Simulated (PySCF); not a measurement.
## Be: ionisation energy

Be [He] 2s2 (1S) → Be⁺ [He] 2s1 (2S), as a difference of total energies. All numbers are calculated (PySCF 2.14, no relativity, point nucleus, in aug-cc-pVTZ). Correlated levels: valence: 1s2 frozen. The calculations carry no spin-orbit coupling.

Problem. Order these methods by the ionisation energy they give, lowest first.
A. SCS-MP2 (valence)
B. CCSD (valence)
C. MP2 (valence)
D. UHF

Solution. D (8.044 eV), C (8.816 eV), A (8.970 eV), B (9.285 eV).

Errors of the correlated levels include the incompleteness of this basis and the frozen core.

With two correlated electrons CCSD is exact in that space.

For comparison: 9.323 eV (measured; NIST Atomic Spectra Database, ionization energies).
